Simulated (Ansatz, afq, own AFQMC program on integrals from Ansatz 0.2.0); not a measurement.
# AFQMC, coupled cluster and functionals along a coordinate of MgHSe, doublet

```xyz
3

Se    0.0000    0.0000    2.1876
Mg    0.0000    0.0000   -0.2465
H     0.0000    0.0000   -1.9411
```

The Se1–Mg2 distance is changed with both sides rigid. Energies in kcal/mol count from this geometry (2.434 Å) at the same level; the start stands on UHF, each point on the determinant named.

Basis cc-pVDZ. Only valence electrons are correlated. AFQMC by an in-house program on the Cholesky factors that Ansatz 0.2.0 writes for its CCSD(T) run. ph-AFQMC/CISD is guided by a CISD state made of CCSD amplitudes; releasing the constraint for a short imaginary time cuts its bias at the price of noise, slowly where states lie close. Uncertainties: one standard error, sampling alone. No spin–orbit coupling.

Cautions, each for one point or more: higher spins were not checked; inner d shell frozen; no relativity below Rb; no spin-orbit coupling; unrestricted determinant spin contaminated; walk and cluster series may follow different spin states.

```
r(Se1–Mg2) / Å  det.     T1  weight  ⟨S²⟩   PBE0  B3LYP  CCSD(T)
         2.235   UHF  0.012    0.91  0.76    5.3    5.6      6.2
         2.658   UHF  0.014    0.91  0.76    3.7    3.4      3.3
         6.711  UHF¶  0.012    0.92  1.76  71.6§  70.5§     65.3
```

(1) Estimate the curve of CCSDT(Q), counted from the same start.

Results:

(1) 
```
r(Se1–Mg2) / Å  det.     T1  weight  ⟨S²⟩  CCSDT(Q)  ph-AFQMC/CISD  released AFQMC
         2.235   UHF  0.012    0.91  0.76       6.3      5.8 ± 0.2       6.1 ± 0.3
         2.658   UHF  0.014    0.91  0.76       3.3      3.2 ± 0.2       3.4 ± 0.3
         6.711  UHF¶  0.012    0.92  1.76      65.5     65.3 ± 0.2     65.6 ± 0.3*
```

Weight is that of the determinant in the CISD state; at the start T1 is 0.012 and the weight 0.91, and ⟨S²⟩ is 0.76. ¶ marks points with a poor determinant and no full CI, where no value is sure; they don't count among the departures. An asterisk marks released energies that aren't shown to be converged. § marks a functional whose ⟨S²⟩ is too high by over 0.1. Largest departures from CCSDT(Q), at the points where its series has closed: CCSD(T) 0.1 kcal/mol at 2.658 (on UHF), ph-AFQMC/CISD -0.4 kcal/mol at 2.235 (on UHF) (within the noise), released AFQMC -0.2 kcal/mol at 2.235 (on UHF) (within the noise), PBE0 -0.9 kcal/mol at 2.235, B3LYP -0.7 kcal/mol at 2.235. Functionals count only at points shown to share the start's state and spin. In this small basis the wave-function levels are far from their limit, so their gap to the functionals isn't the functionals' error.

A walk keeps the symmetry of its determinant, which the program's search chose and which needn't be the lowest solution, so a lower state of the same spin and another symmetry isn't excluded.
